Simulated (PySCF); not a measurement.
# Core binding energy against partial charge

Compound: 2,3-dihydrofuran, C4H6O.
Numbering: `[CH:1]1=[CH:2][O:3][CH2:4][CH2:5]1`

Binding energies: delta-SCF UKS SCAN, pcX-2 on the ionised atom, pcseg-1 elsewhere, spin-free X2C (PySCF 2.14.0). Charges: PBE0/pcSseg-1 ground-state density, for the ionised atom.

```json
{"atom": "C1", "environment": "alkene CH carbon", "C 1s (eV)": "289.90", "Mulliken (e)": "-0.292", "IAO (e)": "-0.258", "Hirshfeld (e)": "-0.101", "ESP (e)": "-0.289"}
{"atom": "C5", "environment": "allylic carbon", "C 1s (eV)": "290.96", "Mulliken (e)": "-0.223", "IAO (e)": "-0.281", "Hirshfeld (e)": "-0.075", "ESP (e)": "+0.205"}
{"atom": "C2", "environment": "vinylic carbon bearing oxygen", "C 1s (eV)": "291.72", "Mulliken (e)": "+0.202", "IAO (e)": "+0.048", "Hirshfeld (e)": "+0.016", "ESP (e)": "-0.004"}
{"atom": "C4", "environment": "sp3 carbon bound to oxygen", "C 1s (eV)": "292.25", "Mulliken (e)": "+0.072", "IAO (e)": "-0.062", "Hirshfeld (e)": "+0.013", "ESP (e)": "-0.019"}
```

**Question.** How well does each charge scheme correlate with the binding energies over these sites?

**Answer.** Hirshfeld: r = 0.94, slope 15.9 eV per e; Mulliken: r = 0.85, slope 3.7 eV per e; IAO: r = 0.75, slope 4.9 eV per e; ESP: r = 0.50, slope 2.5 eV per e. Hirshfeld charges have the highest r, on only 4 points.

**Question.** The point-charge model writes a binding energy as kq + V + constant, with V the potential of the other atoms' charges at the site. What does it give with the Mulliken charges?

**Answer.** V = Σ 14.40 eV Å × q/r over all other atoms: +2.38 eV at C1, +2.52 eV at C5, -4.62 eV at C2, -1.51 eV at C4. Fitting binding energy − V to q gives k = 17.9 eV per e and leaves an rms residual of 0.14 eV, against 0.46 eV for the fit on q alone. The model has no term for differences in relaxation between sites.

Geometry: GFN2-xTB; no solvent, vibrations or thermal averaging.
